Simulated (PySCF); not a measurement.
## Unknown compound

Molecular formula: C$_{2}$F$_{4}$. Simulated spectra:

13C{1H} NMR (computed): δ 157.4 (C, m).

- shielding tensors at CAM-B3LYP/pcSseg-2 (GIAO)
- PBE0-D3(BJ)/def2-SVP geometry
- couplings computed with B3LYP/pcJ-1
- run in PySCF 2.14
- one conformer, one averaged value for each set of equivalent atoms, gas phase, non-relativistic Hamiltonian

Scale: TMS for 13C (σ = 182.55 ppm) (reference shieldings calculated alike).

Deduce the structure.

Answers


1. The formula gives 1 degree of unsaturation (no ring in the answer).
2. 1 carbon signal for 2 carbons: some carbons are equivalent by symmetry or fast rotation.
3. Carbon types of the structure: 2 × C.
4. δC 157.4: fully substituted alkene carbon; the olefinic region.

Structure: Tetrafluoroethylene (SMILES FC(F)=C(F)F).

The shifts were computed for this structure.

Common functionals overestimate the size of one-bond C–F couplings by tens of Hz; these are unscaled. Shifts are as computed, not scaled to solution data. Of 1211 compounds with measured shifts, 218 miss one by over three times the rms of a fit or turn the order of signals round; such compounds aren't used in these exercises.
